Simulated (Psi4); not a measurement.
Predicting a hybrid from its neighbours: [CF3]+

The species is [CF3]+ (4 atoms), meant as a singlet with charge +1. As SMILES, `F[C+](F)F`. The coordinates come from a PBE0-D4/def2-TZVP relaxation.

The vertical ionisation energy (to the doublet dication) y, in eV, basis def2-SVPD; a is the functional's share of exact exchange. Programs: Psi4 1.11.

| functional | program | a | y (eV) |
| --- | --- | --- | --- |
| TPSS | Psi4 | 0 | 24.43 |
| BLYP | Psi4 | 0 | 24.32 |
| TPSSh | Psi4 | 0.1 | ? |
| B3LYP | Psi4 | 0.2 | 25.23 |
| PBE0 | Psi4 | 0.25 | 25.29 |
| BHLYP | Psi4 | 0.5 | 26.09 |

Fit y = c + s·a to the known rows and predict TPSSh.


1. Means of the 5 rows: a = 0.1900, y = 25.072.
2. Σ(Δa)² = 0.172, Σ(Δa·Δy) = 0.5951, so the slope is 0.5951/0.172 = 3.4599.
3. Intercept: 25.072 − (3.4599) × 0.1900 = 24.415. The largest residual of the fit is 0.12.
4. TPSSh: 24.415 + (3.4599) × 0.1 = 24.76 eV.

The run gave 24.79 eV, so the prediction is off by -0.03 eV, within the largest residual.
